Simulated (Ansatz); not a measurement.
Ansatz (a quantum-chemistry and plane-wave program) input (PBE0/def2-TZVPD):

Ansatz 0.2 input:
```yaml
crystal:
  periodic: [false, false, false]
  atoms:
    - {symbol: N, position_ang: [-0.00000000, -0.00000000, -0.54544247]}
    - {symbol: N, position_ang: [0.00000000, 0.00000000, 0.54544247]}
basis:
  gaussian:
    orbitals: def2-TZVPD
hamiltonian:
  xc: {name: PBE0}
magnetization: {spin_polarized: true, initial_magnetization: 2}
```

Output:

```
Functional definition: PBE0
integrals: 0.01 GiB planned
358 factors; their error is unknown
mean field: 0.16 GiB planned
mean field evaluation 1: about -2969.3024 eV, gradient 1.7e1 eV
mean field evaluation 2: about -2969.7718 eV, gradient 1.3e1 eV
mean field evaluation 4: about -2970.3944 eV, gradient 4.1e-2 eV
mean field evaluation 8: about -2970.4125 eV, gradient 1.6e-3 eV
mean field evaluation 16: about -2970.4125 eV, gradient 1.2e-5 eV
mean field -2970.41245811 eV, -109.1606444178 hartree, gradient 1.1e-6 eV, S^2 2.006550; 2 other end points of the search recorded, 0 dependent functions left out
reference -2970.41247349 eV, -109.1606449829 hartree; 8, 6 occupied and 66, 68 virtual orbitals, 358 factors
Total energy: -2970.41247349 eV, -109.1606449829 hartree
```

This state (charge 0, triplet) is run at the relaxed geometry of the species with charge 0 and multiplicity 1, and is a spin state other than that species' own.
